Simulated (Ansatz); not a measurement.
**Relaxing Al2P3**

All numbers below come from DFT PBE, scalar-relativistic, plane waves, PAW (Ansatz 0.2.0).

Al2P3 was placed on the sites of a reported La2O3 cell (P321, No. 150), with Al in place of La, P in place of O, at a guessed volume.

The final relaxation ran on this input, with the default PAW datasets:

```yaml
crystal:
  lattice:
    - [5.1128423645, 0.0, 0.0]
    - [-2.5564211823, 4.4278513732, 0.0]
    - [0.0, 0.0, 3.6254412394]
  atoms:
    - { symbol: Al, position: [0.3333333333, 0.6666666667, 0.0] }
    - { symbol: Al, position: [0.6666666667, 0.3333333333, 0.0] }
    - { symbol: P, position: [0.2699222995, 0.2699222995, 0.5] }
    - { symbol: P, position: [0.7300777005, 0.0, 0.5] }
    - { symbol: P, position: [0.0, 0.7300777005, 0.5] }
basis:
  ecutwfc: 420
kpoints:
  mp_grid: { grid: [12, 12, 10] }
hamiltonian:
  xc: pbe
scf:
  occupations: { method: gaussian, width: 0.1 }
output:
  forces: true
  stress: true
  eigenvalues: true
relax:
  adjacent_minimum: "off"
  f_tol: 0.01
  max_steps: 80
  cell: { stress_tol: 0.05 }
```

Launched as:

```bash
ansatz run input.yaml --threads 1 --pin off --max-ram 2560MiB --backend cpu --events-out ev --progress --plain --runs-dir out
```

It took 2.5 min on 1 thread of Intel(R) Xeon(R) Platinum 8259CL CPU @ 2.50GHz (Skylake/Cascade Lake), on a shared host, peak memory 0.53 GiB.

End of the output:

```
SCF converged after 6 iterations
Free energy (F): -3341.475071 eV
Harris-Foulkes:  -3341.475071 eV  (|F-HF|=2.27e-12)
Internal energy: -3341.462508 eV  (E = F + TS)
E sigma→0 (E₀):  -3341.468789 eV
Entropy (-TS):   -0.012563 eV (-2.513 meV/atom)
Fermi energy:    8.848335 eV
--- Per-component energies (eV) ---
  E_band       = 61.600332
  E_kinetic    = 257.024431
  E_local      = -127.966110  (includes V_loc(G=0)·N_el)
  E_nonlocal   = 121.232212
  E_hartree    = 40.923682
  E_xc         = -264.334596
  E_vxc        = -241.001514  (∫ρ·V_xc dr)
  E_paw        = -2642.218571  (= ΣΔE_a)
  E_vpaw       = -29.536069  (= ΣTr[D̂ρ^β])
  E_aug_tail   = 0.000007  (compensation charges beyond the density's cutoff)
  E_ewald      = -726.123563
  E_smearing   = -0.012563  (= −TS)
  E_closure    = 0.000000  (closes the sum)
  Σ components = -3341.475071   (vs F -3341.475071, Δ=0.00e0)
--- Forces (eV/Å), atoms counted from 1 ---
  atom   1  Al     0.00000000     0.00000000     0.00000000
  atom   2  Al     0.00000000     0.00000000     0.00000000
  atom   3  P     -0.00006052    -0.00010482     0.00000000
  atom   4  P      0.00012104     0.00000000     0.00000000
  atom   5  P     -0.00006052     0.00010482     0.00000000
  max |Σ_I F_I| component: 3.75e-16 eV/Å
--- Stress (GPa, compression-positive) ---
        0.022189       0.000000       0.000000
        0.000000       0.022189       0.000000
        0.000000       0.000000      -0.034184
  P = ⅓ Tr σ = 0.0034 GPa (0.034 kbar)
--- Relaxed structure (5 steps of the walk, 5 accepted, 1 SCFs on fresh bases) ---
  F+E_penalty+E_count = -3341.47507107 eV   max|allowed force component| = 1.210e-4 eV/Å   (the final SCF, on the basis selected at the relaxed cell)
  cell:  # Å, volume = 81.9016 Å³
    - [5.170052, 0.000000, 0.0]
    - [-2.585026, 4.477396, 0.0]
    - [0.0, 0.0, 3.538117]
  atoms:
    - { symbol: Al, position: [0.333333, 0.666667, 0.0] }
    - { symbol: Al, position: [0.666667, 0.333333, 0.0] }
    - { symbol: P, position: [0.270453, 0.270453, 0.5] }
    - { symbol: P, position: [0.729547, 0.000000, 0.5] }
    - { symbol: P, position: [0.0, 0.729547, 0.5] }
```

Total energies depend on the potentials used, so only differences within one code and one set of settings carry meaning.

The result has space group P-62m (No. 189). Around Al lie 6 P at 2.60 Å and 3 Al at 2.98 Å; P is coordinated by 2 P at 2.42 Å and 4 Al at 2.60 Å.

Against the elements it lies at 0.11 eV/atom. Formation energies are uncorrected and refer to the elements' standard structures at the same level.

The k mesh leaves about 4 meV/atom of noise in metals.

A structure relaxed within its symmetry needn't be a true minimum.